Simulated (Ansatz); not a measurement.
This script drives Ansatz's Python interface.

The script, `torsion_c2h5n.py`:
```python
'''Rigid torsion scan of C2H5N.'''

import ansatz
from ase import Atoms

atoms = Atoms(['C', 'C', 'N', 'H', 'H', 'H', 'H', 'H'], positions=[
    (0.7675, 0.0991, 0.0415),
    (-0.7317, -0.1562, 0.0028),
    (-1.3883, 0.8675, -0.7918),
    (1.2643, -0.6859, 0.6498),
    (1.1859, 0.0743, -0.9873),
    (0.9745, 1.0908, 0.4971),
    (-1.1415, -0.1375, 1.0346),
    (-0.9305, -1.1519, -0.4467),
])

# start the scan from a relaxed geometry
first = (
    ansatz.Crystal.molecule_from_ase(atoms).calculation()
    .basis(gaussian='def2-SVP')
    .functional('PBE')
    .spin('collinear', total=2)
    .relax(force_tolerance=0.02, max_steps=80)
)
atoms.positions = first.run(threads=1, backend='cpu').report['positions_ang']

start = atoms.get_dihedral(2, 1, 0, 3)
energies = {}
for turn in range(0, 121, 15):
    turned = atoms.copy()
    turned.set_dihedral(2, 1, 0, 3, start + turn, indices=[0, 3, 4, 5])
    setup = (
        ansatz.Crystal.molecule_from_ase(turned).calculation()
        .basis(gaussian='def2-SVP')
        .functional('PBE')
        .spin('collinear', total=2)
    )
    energies[round((start + turn) % 360)] = setup.run(threads=1, backend='cpu').report['free_energy_ev']
floor = min(energies.values())
print('dihedral N2-C1-C0-H3 (deg)   E - E(min) (kcal/mol)')
for angle, e in sorted(energies.items()):
    print(f'{angle:8d} {23.060548 * (e - floor):14.3f}  ' + '#' * int(30 * (e - floor) / max(max(energies.values()) - floor, 1e-9)))
```

It is started by `python torsion_c2h5n.py`. How long does it take on 1 thread of Arm Neoverse V1, with other jobs on the host, and how much memory does it need?

It took about 30 s, with a peak of 0.2 GiB, for 10 runs of the engine.

```console
$ python torsion_c2h5n.py
dihedral N2-C1-C0-H3 (deg)   E - E(min) (kcal/mol)
     180          0.000
     195          0.388  ####
     210          1.331  ##############
     225          2.283  #########################
     240          2.682  ##############################
     255          2.285  #########################
     270          1.334  ##############
     285          0.392  ####
     300          0.004
```

The scan is rigid and the energies are electronic, in a modest basis. With rigid groups the curve can differ much from the relaxed path, the start wasn't checked as a minimum of this torsion, and equivalent turns needn't return to the same energy. The run takes the species as open-shell (spin multiplicity 3), which needn't be its ground state.
